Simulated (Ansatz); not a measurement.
The same path of CHF2 (4 atoms, charge 0, multiplicity 2) was run twice with different band settings. The coordinate that changes most is the height of C2 over the plane of its neighbours.

All numbers below come from Ansatz, UKS PBE-D4/def2-TZVP.

Relaxed end points:

```xyz
4
Properties=species:S:1:pos:R:3
F -1.222 0.270 -0.145
C 0.039 0.065 0.252
F 0.441 -1.180 -0.031
H 0.742 0.845 -0.076
```

```xyz
4
Properties=species:S:1:pos:R:3
F -1.230 0.273 0.006
C 0.066 0.056 -0.249
F 0.433 -1.177 0.120
H 0.731 0.848 0.122
```

Common settings: movable images 5; climbing image yes; spring 5.0 eV/Å²; optimiser quadratic models (default); start path through a guess of the saddle point; force threshold 0.03 eV/Å; end points relaxed.

| run | iteration limit |
| --- | --- |
| 1 | 60 |
| 2 | 10 |

What does each run give, and how far can it be trusted?

Run 1: converged after 4 iterations, highest image 0.269 eV above the first end. A vibrational analysis at the climbing image gives one clearly imaginary mode, 875i cm⁻¹: a first-order saddle point.
Run 2: converged after 4 iterations, highest image 0.269 eV above the first end. Another band between the same ends (5 images) ends at a top of the same energy, where a vibrational analysis finds 1 clearly imaginary mode.
